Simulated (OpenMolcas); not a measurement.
# CHNS (isothiocyanic acid): levels of theory compared

We compute a comparison of 6 runs (HF/def2-TZVP, B2PLYP/def2-TZVP, BLYP/def2-TZVP, M06-L/def2-TZVP, MP2/def2-TZVP, CCSD(T)/def2-TZVP) of CHNS (isothiocyanic acid). 

The results are computed with OpenMolcas 26.06.

## 1. The structure to begin with

CHNS: 4 atoms, total charge 0, spin state singlet. SMILES: `N=C=S`. The coordinates come from a PBE0-D4/def2-TZVP relaxation.

Bond lengths: N1–C2 1.197 Å, C2–S3 1.563 Å, N1–H4 1.004 Å. Angles: N1–C2–S3 174.4°, C2–N1–H4 132.5°.

## 2. Energy and forces at HF/def2-TZVP (run 1)

File test.input:

```
&GATEWAY
BASLIB
$CurrDir
COORD
4
angstrom
N       -0.250070       0.634650      -0.475270
C        0.306250      -0.206190       0.170680
S        1.162880      -1.237190       0.975330
H       -1.219070       0.808720      -0.670740
BASIS
def2-TZVP
GROUP
NoSym
&SEWARD
&SCF
THRESHOLDS
1e-10 1e-07 1e-07 1e-05
PRORBITALS
1
&ALASKA
```

The basis set def2-TZVP is read from a file made from the Basis Set Exchange's data (not shown).

The run is started by

```bash
$ export MOLCAS_MEM=1860
$ pymolcas test.input > test.log
```

What it wrote:

```text
--- Start Module: gateway ---
[...]
--- Stop Module: gateway /rc=_RC_ALL_IS_WELL_ ---
[...]
      Basis functions          105
[...]
--- Start Module: scf ---
[...]
       Convergence after  16 Iterations
[...]
::    Total SCF energy                               -490.4610687047
[...]
      Total spin, S                                     0.0000000000
[...]
      Total electronic charge=   30.000000
      Total            charge=   -0.000000
[...]
      Dipole Moment (debye):
      Origin of the operator (angstrom)=    0.6125   -0.5481    0.4391
                   X= -2.0768E+00               Y=  5.6027E-01               Z= -5.5378E-01           Total=  2.2212E+00
      Quadrupole Moment (debye*angstrom):
[...]
--- Stop Module: scf /rc=_RC_ALL_IS_WELL_ ---
[...]
--- Start Module: alaska ---
[...]
 *              Molecular gradients               *
 **************************************************
  Irreducible representation: a
 ------------------------------------------------------------------------------------------
                              X                       Y                       Z
 ------------------------------------------------------------------------------------------
  N1               -9.28674377923766E-03    2.64116224008593E-02   -1.96979617353730E-02
  C2                1.94198069228930E-02   -3.04187994117515E-02    2.33175735509707E-02
  S3                5.25338945505993E-04    6.87738896703038E-04   -4.57575314445791E-04
  H4               -1.06584020892400E-02    3.31943811409574E-03   -3.16203650117064E-03
 ------------------------------------------------------------------------------------------
--- Stop Module: alaska /rc=_RC_ALL_IS_WELL_ ---
[...]
```

Run time: 15 s. Hardware: 1 thread of Arm Neoverse V1, shared host; peak memory 0.6 GiB.

## 3. The energy at B2PLYP/def2-TZVP (run 2)

File job.input:

```
* CHNS Kohn-Sham DFT
&GATEWAY
BASLIB=$CurrDir
COORD
4
angstrom
N       -0.250070       0.634650      -0.475270
C        0.306250      -0.206190       0.170680
S        1.162880      -1.237190       0.975330
H       -1.219070       0.808720      -0.670740
BASIS=def2-TZVP
GROUP=NoSym
&SEWARD
GRIDINPUT
Grid=UltraFine
End of Grid
&SCF
KSDFT=B2PLYP_SCF
THRESHOLDS=1e-10 1e-07 1e-07 1e-05
PRORBITALS=1
&MBPT2
FROZEN=7
```

The basis set def2-TZVP is read from a file made from the Basis Set Exchange's data (not shown).

The run is started by

```bash
$ export MOLCAS_MEM=1860
$ pymolcas job.input > job.log
```

What it wrote:

```text
--- Start Module: gateway ---
[...]
--- Stop Module: gateway /rc=_RC_ALL_IS_WELL_ ---
[...]
      Basis functions          105
[...]
--- Start Module: scf ---
[...]
       Convergence after  16 Iterations
[...]
::    Total KS-DFT energy                            -491.3163370975
[...]
      Total spin, S                                     0.0000000000
[...]
      Total electronic charge=   30.000000
      Total            charge=   -0.000000
[...]
      Dipole Moment (debye):
      Origin of the operator (angstrom)=    0.6125   -0.5481    0.4391
                   X= -1.9393E+00               Y=  4.9973E-01               Z= -5.0023E-01           Total=  2.0642E+00
      Quadrupole Moment (debye*angstrom):
[...]
--- Stop Module: scf /rc=_RC_ALL_IS_WELL_ ---
[...]
--- Start Module: mbpt2 ---
[...]
 ###    WARNING: MP2 implementation intended for RHF references only         ###
 ###############################################################################
MBPT2 WARNING: Reference function according to RunFile:KS-DFT
I'll assume you know what you're doing and continue
WARNING!
Default frozen orbitals as non valence orbitals is overwritten by user input.
Default values:   7
[...]
       Reference weight ( Cref**2 )         =        0.75255
::    Total MBPT2 energy                             -491.9607963342
[...]
      Total MBPT2 calculations                           0.38      0.44
--- Stop Module: mbpt2 /rc=_RC_ALL_IS_WELL_ ---
[...]
```

It took 28 s on 1 thread of Arm Neoverse V1, shared host; peak memory 0.6 GiB.

## 4. Energy and gradient at BLYP/def2-TZVP (run 3)

File mol.input:

```
* CHNS Kohn-Sham DFT
>>> EXPORT MOLCAS_PRINT=2
&GATEWAY
BASLIB=$CurrDir
COORD
4
angstrom
N       -0.250070       0.634650      -0.475270
C        0.306250      -0.206190       0.170680
S        1.162880      -1.237190       0.975330
H       -1.219070       0.808720      -0.670740
BASIS=def2-TZVP
GROUP=NoSym
&SEWARD
GRIDINPUT
Grid=UltraFine
End of Grid
&SCF
KSDFT=BLYP
THRESHOLDS=1e-10 1e-07 1e-07 1e-05
PRORBITALS=1 1
&ALASKA
```

The basis set def2-TZVP is read from a file made from the Basis Set Exchange's data (not shown).

The run is started by

```bash
$ export MOLCAS_MEM=1860
$ pymolcas mol.input > mol.log
```

What it wrote:

```text
--- Start Module: gateway ---
[...]
--- Stop Module: gateway /rc=_RC_ALL_IS_WELL_ ---
[...]
      Basis functions          105
[...]
--- Start Module: scf ---
[...]
       Convergence after  17 Iterations
[...]
::    Total KS-DFT energy                            -491.6742478213
[...]
      Total spin, S                                     0.0000000000
[...]
      Total electronic charge=   30.000000
      Total            charge=   -0.000000
[...]
      Dipole Moment (debye):
      Origin of the operator (angstrom)=    0.6125   -0.5481    0.4391
                   X= -1.7847E+00               Y=  4.5747E-01               Z= -4.5861E-01           Total=  1.8986E+00
      Quadrupole Moment (debye*angstrom):
[...]
--- Stop Module: scf /rc=_RC_ALL_IS_WELL_ ---
[...]
--- Start Module: alaska ---
[...]
 *              Molecular gradients               *
 **************************************************
  Irreducible representation: a
 ------------------------------------------------------------------------------------------
                              X                       Y                       Z
 ------------------------------------------------------------------------------------------
  N1                6.06521872261023E-03   -1.75137377834247E-02    1.30549405710099E-02
  C2               -4.29038918428448E-03    9.25859808300955E-03   -6.97970400131209E-03
  S3               -8.44628658313340E-03    9.83534705066802E-03   -7.69600769934620E-03
  H4                6.67145704480276E-03   -1.58020735023934E-03    1.62077112970116E-03
 ------------------------------------------------------------------------------------------
--- Stop Module: alaska /rc=_RC_ALL_IS_WELL_ ---
[...]
```

Wall time 33 s (1 thread of Arm Neoverse V1, shared host); peak memory 0.6 GiB.

Runs 4 to 5 aren't shown in full; the table further down has their settings and results.

## 5. A single-point energy at CCSD(T)/def2-TZVP (Cholesky decomposition) (run 6)

File job.input:

```
&gateway
 baslib=$CurrDir
 coord
 4
 bohr
 N     -0.47256381     1.19931468    -0.89813014
 C      0.57872863    -0.38964263     0.32253845
 S      2.19752472    -2.33795026     1.84310658
 H     -2.30370843     1.52825931    -1.26751490
 basis=def2-TZVP
 group=NoSym

&seward
 high

&scf
 thresholds=1e-10 1e-07 1e-07 1e-05
 prorbitals=1 2

&chcc
 frozen=7
 threshold=1e-08
 maxiterations=80

&cht3
 frozen=7
```

The basis set def2-TZVP is read from a file made from the Basis Set Exchange's data (not shown).

The run is started by

```bash
$ export MOLCAS_MEM=1860
$ pymolcas job.input > job.log
```

What it wrote:

```text
--- Start Module: gateway ---
[...]
--- Stop Module: gateway /rc=_RC_ALL_IS_WELL_ ---
[...]
      Basis functions          105
[...]
       Convergence after  16 Iterations
[...]
::    Total SCF energy                               -490.4610686975
[...]
      Total spin, S                                     0.0000000000
[...]
      Total electronic charge=   30.000000
      Total            charge=   -0.000000
[...]
      Dipole Moment (debye):
      Origin of the operator (angstrom)=    0.6125   -0.5481    0.4391
                   X= -2.0768E+00               Y=  5.6027E-01               Z= -5.5378E-01           Total=  2.2212E+00
      Quadrupole Moment (debye*angstrom):
[...]
--- Start Module: chcc ---
[...]
--- Stop Module: chcc /rc=_RC_ALL_IS_WELL_ ---
[...]
--- Start Module: cht3 ---
[...]
--- Stop Module: cht3 /rc=_RC_ALL_IS_WELL_ ---
[...]
```

Run time: 4.8 min. Hardware: 1 thread of Arm Neoverse V1, shared host; peak memory 0.17 GiB.

## 6. Overview of the runs

| run | level | task | frozen core orbitals | energy (Eh) | dipole moment (D) of the reference | HOMO energy (eV) | LUMO energy (eV) | wall time |
| --- | --- | --- | --- | --- | --- | --- | --- | --- |
| 1 | HF/def2-TZVP | gradient | – | -490.461069 | 2.22 | -10.15 | 2.55 | 15 s |
| 2 | B2PLYP/def2-TZVP | energy | 7 | -491.490341 | 2.06 | -8.49 | 0.26 | 28 s |
| 3 | BLYP/def2-TZVP | gradient | – | -491.674248 | 1.90 | -6.23 | -1.87 | 33 s |
| 4 | M06-L/def2-TZVP | gradient | – | -491.677101 | 1.99 | -6.57 | -1.73 | 45 s |
| 5 | MP2/def2-TZVP | energy | 7 | -490.976095 | 2.22 | -10.15 | 2.55 | 12 s |
| 6 | CCSD(T)/def2-TZVP (Cholesky decomposition) | energy | 7 | -491.017615 | 2.22 | -10.15 | 2.55 | 4.8 min |

## 7. Outcome

```
                                          quantity          value
                               run 6: total energy  -491.01762 Eh
         run 6: dipole moment (mean-field density)         2.22 D
        run 6: HOMO energy (Hartree–Fock orbitals)      -10.15 eV
        run 6: LUMO energy (Hartree–Fock orbitals)        2.55 eV
      run 6: HOMO–LUMO gap (Hartree–Fock orbitals)       12.70 eV
run 6: correlation energy (7 core orbitals frozen)     -556.5 mEh
                             run 6: (T) correction     -30.85 mEh
```

**Reading.** Below the HF energy at the same shape and in the same basis (def2-TZVP): MP2 -515.0 mEh; CCSD(T) -556.5 mEh. Over runs 1, 2, 3, 4 the dipole moment (its size) runs from 1.90 D (BLYP/def2-TZVP) to 2.22 D (HF/def2-TZVP). Over runs 1, 2, 3, 4 the HOMO–LUMO gap runs from 4.36 eV (BLYP/def2-TZVP) to 12.70 eV (HF/def2-TZVP). Exact exchange widens orbital gaps. For B2PLYP the log adds the whole second-order term; the table takes 0.27 of it, as the functional is defined. Totals of different functionals can't be ranked against each other. All runs together took 7.1 min, the longest 4.8 min.
